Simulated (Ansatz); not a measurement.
## How methods differ on CH2NP (SMILES NC#P)

The species is CH2NP (5 atoms), meant as a singlet with charge 0. SMILES: `NC#P`. Geometry: relaxed at GFN2-xTB.

Each level gives the electronic atomisation energy (eV). The values are calculated. Electronic energies at fixed atoms, without zero-point motion or spin-orbit coupling.

```csv
level,kind,program,value (eV),less FCI/STO-3G,CPU time (all runs)
HF/STO-3G,Hartree–Fock,Ansatz,10.80,-5.30,0.18 s
BLYP/STO-3G,GGA,Ansatz,20.44,+4.34,1.7 s
r2SCAN/STO-3G,meta-GGA,Ansatz,19.61,+3.51,4.7 s
B3LYP/STO-3G,global hybrid,Ansatz,19.77,+3.67,1.5 s
CAM-B3LYP/STO-3G,range-separated hybrid,Ansatz,19.67,+3.57,1.8 s
HSE06/STO-3G,range-separated hybrid,Ansatz,19.77,+3.67,2 s
RPA@PBE/STO-3G,RPA,Ansatz,15.65,-0.45,2.2 s
FCI/STO-3G,exact in the basis,Ansatz,16.10,0.00,44 s
```

FCI/STO-3G is exact within its basis and frozen core, so for wave-function methods in that basis the difference is their error; functionals converge differently with the basis, so for them it is only a difference. The values span 10.80 to 20.44 eV. All rows use very small basis sets, so none should be taken for the real molecule's value. Times are those of the runs behind each value, whatever else they computed, on shared processors of several kinds: orders of magnitude only.
